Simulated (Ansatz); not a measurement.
# C2H2Al: the cost of one run

Computed with Ansatz 0.2.0, Gaussian basis. Level: single points in def2-TZVPP.

Correlated methods freeze the cores. Orbitals are unrestricted.

## Step 1: The system as given

SMILES `[C]#[C][AlH2]`, 5 atoms, charge 0, spin multiplicity 2.

Atoms are counted from 1 here; the program's logs count them from 0.

Bond lengths: C1–C2 1.223 Å, C2–Al3 1.939 Å, Al3–H4 1.552 Å, Al3–H5 1.534 Å. Angles: C1–C2–Al3 177.8°, C2–Al3–H4 123.5°, C2–Al3–H5 121.2°, H4–Al3–H5 115.3°.

Coordinates:

```xyz
5
charge 0, multiplicity 2
C     0.9560   -1.1153    1.9870
C     0.4663   -0.5855    0.9990
Al   -0.2646    0.3123   -0.5560
H    -1.1935   -0.3820   -1.5868
H     0.0656    1.7807   -0.8541
```

## Step 2: PBE-D4/def2-TZVPP

Input file run/in.yaml:

```yaml
crystal:
  periodic: [false, false, false]
  atoms:
    - {symbol: C, position_ang: [0.955992, -1.115309, 1.987029]}
    - {symbol: C, position_ang: [0.466296, -0.585463, 0.999022]}
    - {symbol: Al, position_ang: [-0.264640, 0.312250, -0.556014]}
    - {symbol: H, position_ang: [-1.193514, -0.381953, -1.586813]}
    - {symbol: H, position_ang: [0.065643, 1.780712, -0.854074]}
basis:
  gaussian: {orbitals: def2-TZVPP}
magnetization: {spin_polarized: true, initial_magnetization: 1}
hamiltonian: {xc: pbe, dispersion: d4}
output: {forces: true}
```

Launch:

```bash
$ ansatz run in.yaml --threads 2 --pin off --events-out ev --progress --plain --max-ram 3481MiB
```

Q: Estimate wall time and peak memory on 2 threads of Arm Neoverse V2, shared host.

About 3.6 s, with a peak of 0.23 GiB.
